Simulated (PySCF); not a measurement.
Job for PySCF: R-B3LYP/6-31G* on H2O (SMILES O) with ghost functions.

```python
from pyscf import gto, scf, dft, mp
from pyscf.data.elements import chemcore

mol = gto.M(
    atom='''
    O    -4.98004159   -0.52031715    0.00000000
    H    -4.81523759   -1.46503915    0.00000000
    H    -4.09274059   -0.14872715    0.00000000
    ghost-C    1.28671241   -0.55310315   -1.20755700
    ghost-H    1.40275741   -1.08082815   -2.14414500
    ghost-C    0.98450841    0.80780585   -1.20789500
    ghost-H    0.86352941    1.33497985   -2.14405400
    ghost-C    0.83385441    1.48867985    0.00000000
    ghost-H    0.59803041    2.54395085    0.00000000
    ghost-C    0.98450841    0.80780585    1.20789500
    ghost-H    0.86352941    1.33497985    2.14405400
    ghost-C    1.28671241   -0.55310315    1.20755700
    ghost-H    1.40275741   -1.08082815    2.14414500
    ghost-C    1.43821341   -1.23316915    0.00000000
    ghost-H    1.67505141   -2.28840215    0.00000000
    ''',
    basis='6-31g*',
    cart=True,
    charge=0, spin=0, verbose=3, max_memory=1800)
mf = dft.RKS(mol, xc='b3lyp')
mf.conv_tol = 1e-8
mf.max_cycle = 100
mf.kernel()
if not mf.converged:
    mf = mf.newton().run(mf.mo_coeff, mf.mo_occ)
```

Task: Predict the final total energy.

Result: -76.4088 hartree.
